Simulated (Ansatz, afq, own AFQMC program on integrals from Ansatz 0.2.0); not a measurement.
Two steps: Ansatz 0.2.0 writes the Fock matrix and Cholesky factors of the valence space, and afq projects on them the lowest state that overlaps trial and start.

```yaml
crystal:
  periodic: [false, false, false]
  atoms:
    - {symbol: O, position_ang: [0.000000, -0.120368, 0.934302]}
    - {symbol: O, position_ang: [0.000000, 0.109298, -0.935144]}
    - {symbol: H, position_ang: [0.000000, 0.846159, 1.007802]}
    - {symbol: H, position_ang: [0.000000, -0.670450, -0.994440]}
basis:
  gaussian: {orbitals: cc-pVDZ}
magnetization: {spin_polarized: true, initial_magnetization: 2}
correlation: {method: ccsd_t, electrons: outside_noble_gas, hamiltonian_folder: ham}
```

```sh
$ ansatz run in.yaml --threads 1 --pin off --events-out ev --progress --plain --max-ram 1382MiB
```

Options of the walk:

```
--method phaseless --trial cisd --walkers 60 --populations 1 --least-time 40 --time-step 0.005 --steps-per-block 50 --equilibration-blocks 28 --max-blocks 300 --target-error 0.00045 --factor-cut 1e-05 --start spin_pure --seed 4522 --release-times 0.24,0.51,0.99,1.62,2.4 --release-step 0.03 --release-every 4 --taylor-order 6
```

Times are imaginary, in 1/Eh. The walk had a cap of 1425 s.

afq prints:

```
orbitals 36  electrons 8 6  factors 262 of 348
reference energy -150.71106014 Eh
CCSD correlation -0.33994466 Eh in 15 cycles, weight of the determinant in the CISD state 0.8344
energy of the start -151.050628 Eh
 block  time / (1/Eh)  mean weight  energy / Eh
     1     0.250  1.0003  -151.047498
     2     0.500  1.0017  -151.052594
     3     0.750  0.9987  -151.050410
     4     1.000  1.0030  -151.049021
     5     1.250  0.9986  -151.053000
     7     1.750  1.0039  -151.055425
     9     2.250  0.9997  -151.056206
    17     4.250  0.9970  -151.056666
    33     8.250  0.9998  -151.065062
    49    12.250  0.9991  -151.059270
    65    16.250  0.9978  -151.074320
    81    20.250  1.0009  -151.064164
    97    24.250  1.0002  -151.071342
   113    28.250  0.9989  -151.066773
   129    32.250  0.9995  -151.077744
   145    36.250  1.0025  -151.081911
   161    40.250  1.0042  -151.065811
   177    44.250  0.9944  -151.094320
   193    48.250  1.0018  -151.059083
   209    52.250  1.0006  -151.079139
   225    56.250  1.0013  -151.063545
   241    60.250  1.0010  -151.058880
   257    64.250  1.0001  -151.076543
   265    66.250  0.9970  -151.044185
   273    68.250  0.9983  -151.056691
   289    72.250  1.0011  -151.076307
   305    76.250  0.9997  -151.056066
   321    80.250  1.0036  -151.051406
blocks merged  error / Eh  count
     1  0.000722  300
     2  0.000870  150
     4  0.000968  75
     8  0.001202  37
    16  0.001391  18
    32  0.001498  9
released: time / (1/Eh)  energy / Eh  error  mean overlap
  0.24  -151.071051  0.001451  0.9880
  0.51  -151.070515  0.001629  0.9733
  0.99  -151.072475  0.001690  0.9722
  1.62  -151.067323  0.002424  0.9942
  2.40  -151.066340  0.002742  1.0476
energy -151.067124 +/- 0.001391 Eh
(rows thinned)
```

The run failed at least one of its tests; the cautions name the faults.

Against this walk (error 37.8 meV) on the same determinant: CCSD(T) 211.3 meV higher, CCSDT(Q) 68.0 meV lower (within the noise). The error is statistical and leaves out the bias of the constraint. None of these is a sure reference here. Released to 2.40 1/Eh the energy moves by 21 ± 84 meV (both errors), within twice the noise.

Cautions: constraint bias not in the error; error above the target (37.8 against 12.2 meV); lower spins were not checked; higher spins were not checked; raised T1 diagnostic (T1 0.047, weight of the determinant 0.83, largest double 0.14); the bias of populations of 60 walkers isn't removed.

The walk took 7 min on 1 thread of Intel(R) Xeon(R) 6975P-C (Granite Rapids), on a shared host. The log's last line is the phaseless energy.

CCSDT and higher add their correlation energy to the determinant of the CCSD(T) run, since their own runs factorise the integrals more tightly (a shift of under 2 meV). A walk keeps the symmetry of its determinant, which the program's search chose and which needn't be the lowest solution, so a lower state of the same spin and another symmetry isn't excluded.
